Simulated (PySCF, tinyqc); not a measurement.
Inside a calculation. Method: RKS/PBE0 in the sto-3g basis, for CH+, spin multiplicity 1. The lowest restricted solution is unstable here: a spin-polarised one lies 0.0037 hartree lower (PySCF). One step of it, computed by the program tinyqc.

Task: Iteration 1: building the Kohn-Sham matrix. J_ij = sum D_kl (ij|kl), K_ij = sum D_kl (ik|jl); F = H + J - 0.125 K + V_xc; E = tr D H + tr D J / 2 - 0.0625 tr D K + E_xc + E_nn.

D at the start:
```
,1C 1s,1C 2s,1C 2px,1C 2py,1C 2pz,2H 1s
1C 1s,2.133865,-0.541321,0.000000,0.000000,-0.013969,0.038489
1C 2s,-0.541321,2.187923,0.000000,0.000000,0.067987,-0.148386
1C 2px,0.000000,0.000000,0.000000,0.000000,0.000000,0.000000
1C 2py,0.000000,0.000000,0.000000,0.000000,0.000000,0.000000
1C 2pz,-0.013969,0.067987,0.000000,0.000000,2.080651,-0.199896
2H 1s,0.038489,-0.148386,0.000000,0.000000,-0.199896,0.028413
```

core Hamiltonian H = T + V (hartree):
```
,1C 1s,1C 2s,1C 2px,1C 2py,1C 2pz,2H 1s
1C 1s,-18.075485,-4.356071,0.000000,0.000000,-0.007079,-0.288902
1C 2s,-4.356071,-5.030970,0.000000,0.000000,-0.081782,-0.860941
1C 2px,0.000000,0.000000,-3.968666,0.000000,0.000000,0.000000
1C 2py,0.000000,0.000000,0.000000,-3.968666,0.000000,0.000000
1C 2pz,-0.007079,-0.081782,0.000000,0.000000,-4.014049,-0.854763
2H 1s,-0.288902,-0.860941,0.000000,0.000000,-0.854763,-2.346446
```

Two-electron integrals (ij|kl) in chemists' order, unique and non-zero (hartree):
```
i,j,k,l,(ij|kl)
1,1,1,1,3.541948
2,1,1,1,0.576921
2,1,2,1,0.111888
2,2,1,1,0.854682
2,2,2,1,0.205284
2,2,2,2,0.624709
3,1,3,1,0.020296
3,2,3,1,0.030858
3,2,3,2,0.137996
3,3,1,1,0.852436
3,3,2,1,0.205335
3,3,2,2,0.624568
3,3,3,3,0.672833
4,1,4,1,0.020296
4,2,4,1,0.030858
4,2,4,2,0.137996
4,3,4,3,0.036269
4,4,1,1,0.852436
4,4,2,1,0.205335
4,4,2,2,0.624568
4,4,3,3,0.600295
4,4,4,4,0.672833
5,1,5,1,0.020296
5,2,5,1,0.030858
5,2,5,2,0.137996
5,3,5,3,0.036269
5,4,5,4,0.036269
5,5,1,1,0.852436
5,5,2,1,0.205335
5,5,2,2,0.624568
5,5,3,3,0.600295
5,5,4,4,0.600295
5,5,5,5,0.672833
6,1,1,1,0.037994
6,1,2,1,0.007326
6,1,2,2,0.013431
6,1,3,3,0.013396
6,1,4,4,0.013396
6,1,5,1,0.000419
6,1,5,2,0.000792
6,1,5,5,0.013507
6,1,6,1,0.000489
6,2,1,1,0.120562
6,2,2,1,0.029491
6,2,2,2,0.103074
6,2,3,3,0.100449
6,2,4,4,0.100449
6,2,5,1,0.002735
6,2,5,2,0.021418
6,2,5,5,0.108214
6,2,6,1,0.002011
6,2,6,2,0.025965
6,3,3,1,0.002564
6,3,3,2,0.014697
6,3,5,3,0.003868
6,3,6,3,0.002632
6,4,4,1,0.002564
6,4,4,2,0.014697
6,4,5,4,0.003868
6,4,6,4,0.002632
6,5,1,1,0.117992
6,5,2,1,0.029173
6,5,2,2,0.107964
6,5,3,3,0.102987
6,5,4,4,0.102987
6,5,5,1,0.004736
6,5,5,2,0.034221
6,5,5,5,0.117788
6,5,6,1,0.002048
6,5,6,2,0.032051
6,5,6,5,0.041469
6,6,1,1,0.313262
6,6,2,1,0.077770
6,6,2,2,0.309915
6,6,3,3,0.297071
6,6,4,4,0.297071
6,6,5,1,0.006942
6,6,5,2,0.076517
6,6,5,5,0.335232
6,6,6,1,0.005308
6,6,6,2,0.111290
6,6,6,5,0.150764
6,6,6,6,0.774606
```

nuclear repulsion = 1.88319292 hartree

V_xc (hartree):
```
,1C 1s,1C 2s,1C 2px,1C 2py,1C 2pz,2H 1s
1C 1s,-1.722009,-0.240651,0.000000,0.000000,-0.000291,-0.016109
1C 2s,-0.240651,-0.405129,0.000000,0.000000,-0.000457,-0.058015
1C 2px,0.000000,0.000000,-0.377203,0.000000,0.000000,0.000000
1C 2py,0.000000,0.000000,0.000000,-0.377203,0.000000,0.000000
1C 2pz,-0.000291,-0.000457,0.000000,0.000000,-0.450057,-0.058582
2H 1s,-0.016109,-0.058015,0.000000,0.000000,-0.058582,-0.108588
```

E_xc = sum of w rho eps_xc = -4.05370634 hartree

Give: Coulomb J; exchange K; Kohn-Sham matrix F; total energy of this density.

Result:

Coulomb J (hartree):
```
,1C 1s,1C 2s,1C 2px,1C 2py,1C 2pz,2H 1s
1C 1s,10.5059,1.9687,0.0000,0.0000,0.0012,0.1295
1C 2s,1.9687,4.2039,0.0000,0.0000,0.0001,0.6616
1C 2px,0.0000,0.0000,4.1507,0.0000,0.0000,0.0000
1C 2py,0.0000,0.0000,0.0000,4.1507,0.0000,0.0000
1C 2pz,0.0012,0.0001,0.0000,0.0000,4.2945,0.6844
2H 1s,0.1295,0.6616,0.0000,0.0000,0.6844,1.8992
```

exchange K (hartree):
```
,1C 1s,1C 2s,1C 2px,1C 2py,1C 2pz,2H 1s
1C 1s,7.2211,1.2191,0.0000,0.0000,0.0004,0.0853
1C 2s,1.2191,1.6343,0.0000,0.0000,0.0030,0.2322
1C 2px,0.0000,0.0000,0.3817,0.0000,0.0000,0.0000
1C 2py,0.0000,0.0000,0.0000,0.3817,0.0000,0.0000
1C 2pz,0.0004,0.0030,0.0000,0.0000,1.6561,0.2136
2H 1s,0.0853,0.2322,0.0000,0.0000,0.2136,0.0754
```

Kohn-Sham matrix F (hartree):
```
,1C 1s,1C 2s,1C 2px,1C 2py,1C 2pz,2H 1s
1C 1s,-10.1942,-2.7804,0.0000,0.0000,-0.0063,-0.1862
1C 2s,-2.7804,-1.4364,0.0000,0.0000,-0.0825,-0.2863
1C 2px,0.0000,0.0000,-0.2429,0.0000,0.0000,0.0000
1C 2py,0.0000,0.0000,0.0000,-0.2429,0.0000,0.0000
1C 2pz,-0.0063,-0.0825,0.0000,0.0000,-0.3766,-0.2557
2H 1s,-0.1862,-0.2863,0.0000,0.0000,-0.2557,-0.5653
```

total energy of this density = -37.190236 hartree
